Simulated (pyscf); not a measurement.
Elementary routes open to •H₂C–C≡N + H₂ in the gas phase (doublet surface):
A. H₂C=C=NH + H• (H–H broken; H–N formed)
B. •HC=C=NH + H₂ (C–H, H–H broken; H–N, H–H formed)

Structures and frequencies: ωB97X-D3(BJ)/def2-SVP in PySCF.

Rank the routes by free-energy barrier at 600 K, lowest first, for ωB97M-D3(BJ)/def2-TZVP energies (ideal gas, 1 atm, RRHO with modes under 100 cm⁻¹ raised to 100, one conformer, R ln 2 for chiral ones without a mode under 150 cm⁻¹).

A (50.7 kcal/mol), B (82.1 kcal/mol)

Route A is the fastest of these, ahead of the next by 31.4 kcal/mol. The most stable products are those of B (ΔG = +30.4 kcal/mol), whose barrier is 31.4 kcal/mol higher: the kinetic and the thermodynamic product differ. At 1200 K A is still the fastest. Only these routes are compared; each barrier is that of the saddle found, and lower ones may exist.
